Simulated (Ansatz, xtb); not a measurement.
## C4H7: 12 structures ranked

12 gas-phase structures of C4H7, found in a search over its isomers (lower ones may exist). Each was relaxed with GFN2-xTB; where two conformers were screened, the lower at r2SCAN-D4/def2-SVP//GFN2-xTB is listed:

A. `[CH]=C(C)C`, a doublet
B. `[H]/[C]=C\CC`, a doublet
C. `[CH]1CCC1`, a doublet
D. `[CH2]C1CC1`, a doublet
E. `[CH2]/C=C\C`, a doublet
F. `C=[C]CC`, a doublet
G. `C[C]1CC1`, a doublet
H. `C/[C]=C\C`, a doublet
I. `[CH2]CC=C`, a doublet
J. `[CH2]/C=C/C`, a doublet
K. `C[C@@H]1[CH]C1`, a doublet
L. `[CH2]C(=C)C`, a doublet

Make a reasoned guess at their ranking by r2SCAN-D4/def2-SVP//GFN2-xTB single-point energy.

Calculated order at r2SCAN-D4/def2-SVP//GFN2-xTB: J (0.0), E (2.1), L (8.7), D (80.3), C (84.9), I (87.7), H (95.0), G (99.1), F (104.1), A (111.3), K (115.6), B (125.4) kJ/mol. Less than 1 kcal/mol parts J and E; C and I; H and G, so the order within those pairs means little.

Energies above the lowest of each column, in kJ/mol; the last columns are at r2SCAN-D4/def2-SVP geometries and were run for some of them only (a dash: not run or not comparable):

| structure | GFN2-xTB | HF/STO-3G | r2SCAN-D4/def2-SVP//GFN2-xTB | r2SCAN-D4/def2-SVP | CCSD(T)/def2-SVP |
| --- | --- | --- | --- | --- | --- |
| J | 0.0 | 0.0 | 0.0 | 0.0 | 0.0 |
| E | 5.8 | 4.8 | 2.1 | 2.5 | 3.7 |
| L | 8.0 | 5.8 | 8.7 | 8.5 | 4.7 |
| D | 47.6 | 84.4 | 80.3 | 80.3 | – |
| C | 36.0 | 17.7 | 84.9 | – | – |
| I | 100.9 | 109.0 | 87.7 | – | – |
| H | 87.9 | 88.4 | 95.0 | – | – |
| G | 75.1 | 95.0 | 99.1 | – | – |
| F | 99.8 | 101.2 | 104.1 | – | – |
| A | 105.4 | 98.2 | 111.3 | – | – |
| K | 91.5 | 108.3 | 115.6 | – | – |
| B | 120.9 | 113.8 | 125.4 | – | – |

Every level run on J puts it lowest or level with the lowest. Some further structures that were screened fall inside this span and aren't listed. Flexible structures stand in one conformer each, not always the lowest. Frequencies (r2SCAN-D4/def2-SVP) were run for E, J, L alone. Open shells are spin-unrestricted, some with notable spin contamination.

Over these structures GFN2-xTB departs from r2SCAN-D4/def2-SVP//GFN2-xTB by 14.1 kJ/mol on average once a common shift is removed. A GFN2-xTB relaxation took about 0.28 s and the r2SCAN-D4/def2-SVP//GFN2-xTB energy about 7.2 s on a shared host (Ansatz 0.2.0, xtb 6.7.1).
